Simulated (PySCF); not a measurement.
**How the method moves the HOMO and LUMO of `FC1CCCC1`**

C₅H₉F.
Cartesian coordinates in Å at the PBE0-D3(BJ)/def2-SVP level; atoms count from 1:
```
atom  x, y, z in Å
F1    -1.041   -0.065    1.784
C2    -1.187    0.061    0.411
C3    -0.348    1.232   -0.065
C4     1.092    0.695   -0.044
C5     0.968   -0.844   -0.163
C6    -0.538   -1.134   -0.259
H7    -2.264    0.166    0.201
H8    -0.500    2.121    0.564
H9    -0.661    1.493   -1.089
H10    1.583    0.966    0.902
H11    1.700    1.131   -0.851
H12    1.516   -1.245   -1.028
H13    1.389   -1.329    0.730
H14   -0.840   -2.078    0.217
H15   -0.870   -1.170   -1.309
```

Basis pcSseg-1 throughout (PySCF), one geometry. The structure is a single PBE0-D3(BJ)/def2-SVP conformer in the gas phase; no vibrational or solvent corrections.

How do the orbital energies, the gap and the dipole change with the method?

```csv
method,kind,HOMO (eV),LUMO (eV),gap (eV),μ (D),SCF cycles
B97-D,GGA,-7.27,0.51,7.78,1.68,14
KT2,GGA,-7.35,0.32,7.67,1.65,14
KT3,GGA,-7.40,0.25,7.64,1.63,14
B97-2,global hybrid,-8.52,1.23,9.75,1.78,12
B3LYP,global hybrid,-8.55,0.88,9.44,1.76,12
PBE0,global hybrid,-8.76,1.21,9.97,1.78,12
mPW1PW91,global hybrid,-8.81,1.23,10.04,1.79,12
CAM-B3LYP,range-separated hybrid,-10.21,2.06,12.26,1.80,12
BHandHLYP,global hybrid,-10.21,1.90,12.11,1.89,12
wB97X-D,range-separated hybrid,-10.70,3.05,13.74,1.81,12
LC-wPBE,range-separated hybrid,-11.54,3.40,14.94,1.82,12
```

The HOMO spans 4.27 eV, from B97-D down to LC-wPBE, and the gap runs from 7.64 eV (KT3) to 14.94 eV (LC-wPBE). Over the methods B97-D (0 %), KT2 (0 %), KT3 (0 %), B97-2 (21 %), B3LYP (20 %), PBE0 (25 %), mPW1PW91 (25 %), BHandHLYP (50 %), a straight line through the gap against the share of exact exchange rises by 0.89 eV for each 10 % (correlation coefficient 0.998). The dipole ranges from 1.63 D (KT3) to 1.89 D (BHandHLYP). This basis has no diffuse functions.

The vertical ΔSCF ionisation energy at CAM-B3LYP/def2-SVPD is 11.16 eV; −ε(HOMO) comes closest to it with LC-wPBE (11.54 eV).
